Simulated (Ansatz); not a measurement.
Two isomers of CH7NSi: A = `NC[SiH3]`, B = `C[SiH2]N`.

Isolated molecules relaxed with PBE0-D4/def2-TZVP in Ansatz; ΔE leaves out vibrations. CCSD(T)/CBS is the MP2 limit (def2-TZVPP, def2-QZVPP) plus CCSD(T) − MP2 in def2-TZVPP, frozen cores. DFT in def2-TZVPP. B3LYP here is the variant with VWN-RPA as its local correlation; programs differ in this. One conformer a species, not always the lowest.

A:

```xyz
10

N     0.626    0.622    1.230
C     0.165   -0.523    0.453
Si   -0.718    0.063   -1.103
H     1.304    1.163    0.708
H     1.076    0.328    2.087
H    -0.568   -1.079    1.047
H     0.950   -1.246    0.179
H     0.185    0.964   -1.874
H    -1.956    0.810   -0.765
H    -1.065   -1.102   -1.962
```

B:

```xyz
10

C    -0.5224    1.2715    0.2601
Si   -0.1092   -0.3431   -0.5910
N     0.8757   -1.4427    0.2927
H    -1.1495    1.8952   -0.3841
H     0.3832    1.8362    0.4964
H    -1.0659    1.0983    1.1927
H     0.6128   -0.0353   -1.8562
H    -1.3823   -1.0520   -0.8966
H     1.8589   -1.2668    0.4173
H     0.4987   -1.9613    1.0687
```

Which is lower in electronic energy at CCSD(T)/CBS, and by how much? (An estimate is asked.)

Computed: B, by 144.4 kJ/mol.

Give E(B) − E(A) in kJ/mol with MP2/def2-TZVPP, B3LYP-D4, BLYP-D4, ωB97M-V, B3LYP, LDA (SPW92), r2SCAN-D4. (Best estimate.)

Ansatz gave: MP2/def2-TZVPP -148.2, B3LYP-D4 -140.5, BLYP-D4 -136.5, ωB97M-V -143.2, B3LYP -140.7, LDA (SPW92) -134.4, r2SCAN-D4 -145.1. None reverses the order clearly.

Does the order hold for the free energy at 298.15 K (harmonic terms from PBE0-D4)? (Estimate.)

The calculation gave: Yes: G(B) − G(A) = -145.7 kJ/mol, for one conformer each.

Largest T1 diagnostic: 0.010.

From PBE to PBE0 (25 % exact exchange), in def2-TZVPP and without D4, E(B) − E(A) moves by −4.2 kJ/mol. At CCSD(T), def2-SVP lies +25.4 kJ/mol from the extrapolated value and def2-TZVPP +3.3 kJ/mol.
